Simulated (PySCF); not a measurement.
## Potential energy of P₂ along the bond

Set-up: basis P def2-SVPD; no relativity; PySCF 2.14. Energies in eV from P + P in their ground configurations at the same level. All curves are PBE0. state 1: triplet, unpaired electrons π ↑↑, a mixture of terms (⟨Lz²⟩ = 2.0), a second solution, started from another occupation; state 2: ⁵Σg⁺ (quintet), unpaired electrons π ↑↑↑↑, a second solution, started from another occupation.

```json
{"R (Å)": "1.629", "state 1": "1.829", "state 2": "6.315"}
{"R (Å)": "1.705", "state 1": "0.140", "state 2": "4.032"}
{"R (Å)": "1.780", "state 1": "-1.004", "state 2": "2.340"}
{"R (Å)": "1.837", "state 1": "-1.587", "state 2": "1.373"}
{"R (Å)": "1.894", "state 1": "-1.988", "state 2": "0.612"}
{"R (Å)": "1.951", "state 1": "-2.242", "state 2": "0.021"}
{"R (Å)": "2.027", "state 1": "-2.404", "state 2": "-0.558"}
{"R (Å)": "2.121", "state 1": "-2.396", "state 2": "-1.020"}
{"R (Å)": "2.235", "state 1": "-2.179", "state 2": "-1.299"}
{"R (Å)": "2.386", "state 1": "-1.690", "state 2": "-1.369"}
```

Problem. Put a parabola through the three lowest points of the state 1 curve and estimate Re, k and ωe (reduced mass 15.49 u; 1 eV/Å² = 0.16022 mdyn/Å; ωe = 1302.8·√(k/μ) cm⁻¹).

Solution. Through R = 1.951, 2.027, 2.121 Å the second-order coefficient is 13.0 eV/Å², so Re ≈ 2.071 Å, k ≈ 4.18 mdyn/Å and ωe ≈ 677 cm⁻¹. A polynomial fit of higher order to the unrounded PBE0 energies gives Re = 2.068 Å, k = 3.56 mdyn/Å, ωe = 625 cm⁻¹; anharmonicity and rounding make the difference.

The higher-order fit for each curve: state 1: Re = 2.068 Å, ωe = 625 cm⁻¹, minimum 2.42 eV below the ground-state fragments; state 2: Re = 2.349 Å, ωe = 420 cm⁻¹, minimum 1.38 eV below the ground-state fragments.
